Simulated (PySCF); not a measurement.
B3LYP has the VWN-RPA correlation part, as in Gaussian. 

Cartesian coordinates (Å):
SMILES: [F]
```xyz
1

F      0.0000     0.0000     0.0000
```
Charge 0, spin multiplicity 2.

**Question.** What is the computed highest occupied spin orbital, total energy and dipole moment (B3LYP-D3(BJ)/def2-TZVP run with PySCF)?

**Answer.** 
```
Quantity                            Result
-----------------------------  -----------
highest occupied spin orbital    -12.17 eV
total energy                   -99.7702 Ha
dipole moment                       0.00 D
```
